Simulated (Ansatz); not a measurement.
Reaction: C3H8S (methylsulfanylethane, SMILES CCSC) → CH3 (SMILES [CH3], doublet) + C2H5S (SMILES [CH2]SC, doublet) (the C-C bond breaks)
Each species at its own B3LYP-D3(BJ)/def2-TZVP minimum (Ansatz, a first-principles code), one conformer.

Total energies in hartree (Ansatz). Radicals and triplets start from unrestricted determinants; spin-orbit coupling is neglected. Cores are frozen in correlated methods. No relativity.

```tsv
species	HF/cc-pV(T+d)Z	CCSD(T)/cc-pV(T+d)Z	HF/cc-pV(Q+d)Z	CCSD(T)/cc-pV(Q+d)Z	CCSD(T)/cc-pV(D+d)Z	CCSDT(Q)/cc-pV(D+d)Z
1: C3H8S (methylsulfanylethane, SMILES CCSC)	-515.85178	-516.64995	-515.86308	-516.70464	-516.45451	-516.45679
2: CH3 (SMILES [CH3], doublet)	-39.57748	-39.76098	-39.58026	-39.77245	-39.71583	-39.71634
3: C2H5S (SMILES [CH2]SC, doublet)	-476.17853	-476.74952	-476.18760	-476.79182	-476.60006	-476.60206
```

**Question.** Work out the bond dissociation energy (electronic) in kcal/mol: take Hartree-Fock from cc-pV(Q+d)Z, extrapolate the CCSD(T) correlation energy as X^-3 (X = 3, 4), and add CCSDT(Q) - CCSD(T) in cc-pV(D+d)Z. 1 hartree = 627.51 kcal/mol.

**Answer.** 
Species 1: correlation (64·(-0.84156) - 27·(-0.79817))/37 = -0.87322; step -0.00228; E1 = -515.86308 + (-0.87322) + (-0.00228) = -516.73858
Species 2: correlation (64·(-0.19219) - 27·(-0.18350))/37 = -0.19853; step -0.00051; E2 = -39.58026 + (-0.19853) + (-0.00051) = -39.77930
Species 3: correlation (64·(-0.60422) - 27·(-0.57099))/37 = -0.62847; step -0.00200; E3 = -476.18760 + (-0.62847) + (-0.00200) = -476.81807
-1·E1 +1·E2 +1·E3 = 0.14121 hartree = 88.6 kcal/mol.
